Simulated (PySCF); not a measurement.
Compound: C3H2F2.
InChI=1S/C3H2F2/c4-2-1-3(2)5/h1H2

Method: MP2 and CCSD/aug-cc-pVDZ in PySCF, restricted Hartree–Fock reference, frozen core, non-relativistic, gas phase, PBE0-D3(BJ)/def2-SVP geometry.

E(HF) = -313.53739 Eh.

(1) How large is the problem?

(2) What are the MP2 and CCSD correlation energies?

(3) What is the T1 diagnostic?

(4) How does correlation change the dipole moment?

## Answers

(1) 133 basis functions and 38 electrons; 5 orbitals frozen, which leaves o = 14 correlated occupied and v = 114 virtual orbitals. That is o·v = 1596 singles and o·v(o·v + 1)/2 = 1274406 distinct closed-shell doubles amplitudes before symmetry; the costliest CCSD step grows as o²v⁴ = 3.3 × 10^10.

(2) MP2 -0.8041 Eh and CCSD -0.8251 Eh, which gives totals of -314.34153 and -314.36246 Eh. That is 0.802 eV for each correlated electron at CCSD (2166 kJ/mol in all, 0.262 % of the total energy); MP2 gives 97.5 % of the CCSD value.

(3) 0.0136, below the customary warning level of 0.02. It is the norm of the spatial-orbital singles amplitudes over the root of the number of correlated electrons, so the norm is 0.072.

(4) HF gives 1.12 D and CCSD (unrelaxed density) 0.95 D, a change of -0.17 D.

No triples correction and no basis-set extrapolation were made.

The job also held the EOM ionisation roots. The run took 3.6 min on one thread of an Arm Neoverse V1, on a shared host, and the process peaked at 2.3 GiB of memory.
